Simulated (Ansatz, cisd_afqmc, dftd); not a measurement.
Reaction: SiH3 (SMILES [SiH3], doublet) → SiH3- (SMILES [SiH3-]) (an electron is taken up)
Each species at its own B3LYP-D3(BJ)/def2-TZVP minimum (Ansatz, a quantum-chemistry and plane-wave program).

Property: adiabatic electron affinity (electronic), positive where energy is released, in eV. Radicals and triplets start from unrestricted determinants; spin-orbit coupling is neglected. Correlated methods leave the cores frozen. Rows without X2C or -DK are non-relativistic. The Monte Carlo rows (phaseless AFQMC, CISD trial, step 0.005/hartree) carry one-sigma bars that omit the constraint's bias. Outlying blocks are dropped, and bars are widened where a walk drifts. Over all cases where full CI ran beside it in this data, AFQMC minus full CI had a median of +0.1 mEh and passed +0.4 mEh in a tenth of the cases. CBS(X,Y): correlation extrapolated as X^-3, Hartree-Fock from the larger set. A bracket is a step between two methods taken in the basis named. Functionals run without relativity, which enters their misses. Double hybrids freeze cores in their MP2 part. 'core' is core correlation in cc-pwCVTZ (1s frozen past Ne), 'X2C' scalar relativity in cc-pVTZ-DK, both at CCSD(T). def2-TZVPD holds few diffuse functions, which lowers the functionals' binding of the extra electron.

```
level                                                                                                                                               program  adiabatic electron affinity (eV)
--------------------------------------------------------------------------------------------------------------------------------------  -------------------  --------------------------------
PBE0/def2-TZVPD                                                                                                                                      Ansatz                              1.20
CAM-B3LYP/def2-TZVPD                                                                                                                                 Ansatz                               [?]
B2PLYP-D4/def2-TZVPD                                                                                                                         Ansatz + dftd4                              1.20
MP2/CBS(aug-cc-pV(T+d)Z,aug-cc-pV(Q+d)Z)                                                                                                             Ansatz                              1.23
CCSDT(Q)/aug-cc-pV(D+d)Z                                                                                                                             Ansatz                              1.23
AFQMC/CISD/aug-cc-pV(T+d)Z                                                                                                                       cisd_afqmc                       1.31 ± 0.01
CCSD(T)/CBS(aug-cc-pV(T+d)Z,aug-cc-pV(Q+d)Z) + [AFQMC/CISD - CCSD(T)]/aug-cc-pV(T+d)Z + core + X2C                                      Ansatz + cisd_afqmc                       1.35 ± 0.01
CCSD(T)/CBS(aug-cc-pV(T+d)Z,aug-cc-pV(Q+d)Z) + [CCSDT(Q) - CCSD(T)]/aug-cc-pV(T+d)Z + [CCSDTQ - CCSDT(Q)]/aug-cc-pV(D+d)Z + core + X2C               Ansatz                              1.36
```

What belongs in the gaps?


- CAM-B3LYP/def2-TZVPD, adiabatic electron affinity (eV): 1.26
